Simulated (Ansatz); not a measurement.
The input, for Ansatz 0.2.0:

```yaml
crystal:
  periodic: [false, false, false]
  atoms:
    - {symbol: S, position_ang: [0.000000, -0.078442, 0.000000]}
    - {symbol: H, position_ang: [0.000000, 2.644662, 0.000000]}
    - {symbol: H, position_ang: [0.000000, -0.074609, 3.049375]}
    - {symbol: H, position_ang: [0.000000, -0.074609, -3.049375]}
basis:
  gaussian: {orbitals: 6-31G}
total_charge: 1
magnetization: {spin_polarized: false, initial_magnetization: 2}
correlation: {method: fic_mrcisd_q, electrons: outside_noble_gas, active_space: {window: {electrons: 4, orbitals: 4}}}
```

```sh
$ ansatz run in.yaml --threads 1 --pin off --events-out ev --progress --plain --max-ram 2393MiB
```

The program prints:

```
238 factors; integrals over basis functions are off by at most 2.3e-4 eV
mean field evaluation 1: about -10836.1933 eV, gradient 2.3e1 eV
mean field evaluation 2: about -10836.1971 eV, gradient 2.3e1 eV
mean field evaluation 4: about -10840.1801 eV, gradient 8.4e0 eV
mean field evaluation 8: about -10841.3412 eV, gradient 2.7e-1 eV
mean field evaluation 16: about -10841.3424 eV, gradient 6.3e-4 eV
mean field evaluation 32: about -10840.3593 eV, gradient 4.3e0 eV
mean field evaluation 64: about -10841.4898 eV, gradient 3.1e-4 eV
mean field evaluation 96: about -10842.7610 eV, gradient 4.7e-1 eV
mean field evaluation 128: about -10841.6320 eV, gradient 1.8e0 eV
mean field evaluation 160: about -10842.7427 eV, gradient 7.2e-2 eV
...
contracted CI cycle 291: correlation -3.00302375 eV, -0.1103590871 hartree, residual 2.65e-4 eV
contracted CI cycle 292: correlation 2.94143385 eV, 0.1080957003 hartree, residual 8.38e0 eV
contracted CI cycle 293: correlation -3.00302375 eV, -0.1103590871 hartree, residual 2.65e-4 eV
contracted CI cycle 294: correlation 2.94143385 eV, 0.1080957003 hartree, residual 8.38e0 eV
contracted CI cycle 295: correlation -3.00302375 eV, -0.1103590871 hartree, residual 2.65e-4 eV
contracted CI cycle 296: correlation 2.94143385 eV, 0.1080957003 hartree, residual 8.38e0 eV
contracted CI cycle 297: correlation -3.00302375 eV, -0.1103590871 hartree, residual 2.65e-4 eV
contracted CI cycle 298: correlation 2.94143385 eV, 0.1080957003 hartree, residual 8.38e0 eV
contracted CI cycle 299: correlation -3.00302375 eV, -0.1103590871 hartree, residual 2.65e-4 eV
contracted CI cycle 300: correlation 2.94143385 eV, 0.1080957003 hartree, residual 8.38e0 eV
state -10844.74466875 eV, -398.5370157445 hartree; corrected -10838.85329634 eV, -398.3205118017 hartree
state -10845.22617620 eV, -398.5547108168 hartree; corrected -10849.47857406 eV, -398.7109835560 hartree
the orbitals are reached from a further start. From the first start the search ends at -10844.90773073 eV, -398.5430081618 hartree
Total energy: -10849.47857406 eV, -398.7109835560 hartree
```

Ran on 1 thread of Arm Neoverse N1, shared host: 6 s wall, 0.13 GiB peak host memory.
